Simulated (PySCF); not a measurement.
Mayer bond orders and bond lengths

N-methylformamide, C2H5NO.
Atom-mapped SMILES: `[CH3:1][NH:2][CH:3]=[O:4]` (hydrogens: H5, H6, H7 on C1; H8 on N2; H9 on C3)

Cartesian coordinates in Å at the PBE0-D3(BJ)/def2-SVP level; atoms count from 1:
```
atom  x, y, z in Å
C1    -1.1050   -0.1167    0.0814
N2     0.2772   -0.4678   -0.1127
C3     1.2811    0.4405   -0.0350
O4     1.1452    1.6180    0.2029
H5    -1.1442    0.9596    0.2953
H6    -1.5475   -0.6616    0.9307
H7    -1.7083   -0.3188   -0.8185
H8     0.5226   -1.4255   -0.3254
H9     2.2790   -0.0277   -0.2187
```

Bond orders from the PBE0/pcSseg-1 density (PySCF). One conformer (not necessarily the lowest) at the PBE0-D3(BJ)/def2-SVP geometry, without solvent, vibrations or thermal averaging.

Q: How far do the computed orders between heavy atoms stray from the drawn ones?

A: The largest departure is 0.190, at N2–C3 (drawn single, 1.190). Drawn single, order above 1.12: N2–C3 (1.190).

Q: Give the Mayer order of every bond between heavy atoms, beside its length.

A: 
| bond | drawn as | length (Å) | Mayer order |
| --- | --- | --- | --- |
| C1–N2 | single | 1.439 | 0.920 |
| N2–C3 | single | 1.356 | 1.190 |
| C3–O4 | double | 1.209 | 1.906 |

Bonds between the same two heavy elements. C–N: lowest C1–N2 (0.920, 1.439 Å), highest N2–C3 (1.190, 1.356 Å).

Q: And the bonds to hydrogen?

A: C–H: 0.93 to 0.97 (4 bonds); H–N: 0.93 (1 bond).

Q: Sum the orders of all bonds at each heavy atom with more than one neighbour and set the sums beside the valence in the SMILES.

A: C1 3.808 (drawn 4), N2 3.040 (drawn 3), C3 4.025 (drawn 4). Orders between atoms that aren't bonded are not in these sums.

The Mayer order sums products of elements of PS (density times overlap matrix) between the two atoms' basis functions, so it depends on the basis set.

The run behind these numbers computed NMR shieldings as well. Time: 4.8 s. Hardware: one thread of an Arm Neoverse V1 (shared host).
